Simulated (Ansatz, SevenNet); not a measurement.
# How well does each level of theory give the equilibrium volume per atom of hcp Sc?

Reference value: 24.77 Å³/atom (measured, copied from a table, unchecked, extrapolated to 0 K and zero-point effects removed; as tabulated in Lejaeghere et al. (2013), arXiv:1204.2733).

What do SevenNet-l3i5, LDA, PBE, PBEsol-D3(BJ), HSE06 give, and how far is each from the reference?


```
level (code)            value (Å³/atom)  error (%)
----------------------  ---------------  ---------
SevenNet-l3i5                     24.72       -0.2
LDA (Ansatz)                      22.53       -9.0
PBE (Ansatz)                      24.65       -0.5
PBEsol-D3(BJ) (Ansatz)            22.46       -9.3
HSE06 (Ansatz)                    25.29       +2.1
```

Once the reference is moved by up to 2.0 % (a margin picked here for doubts on the reference and the settings) and values within 0.3 % count as equal, the nearest can be SevenNet-l3i5 (-0.2 %), PBE (-0.5 %) or HSE06 (+2.1 %). By the same margin the farthest can be PBEsol-D3(BJ) (-9.3 %) or LDA (-9.0 %).

The crystal itself was run without spin with LDA, PBE, PBEsol-D3(BJ), HSE06; a magnetic state was not tried in these runs. HSE06: exact exchange on metals is sensitive to the k mesh and can open a false gap. HSE06: the run warned that the count of filled bands differs between k points. Cutoffs and k meshes differ between the levels. Ansatz's density-functional and Hartree–Fock values are scalar-relativistic unless marked +SOC, with PAW data made under PBE.

Machine-learned potentials (SevenNet-l3i5) are trained on DFT data: a solid inside that data is no test of them.

Differences are worked out from the printed values.

Ansatz is a program for electronic structure.
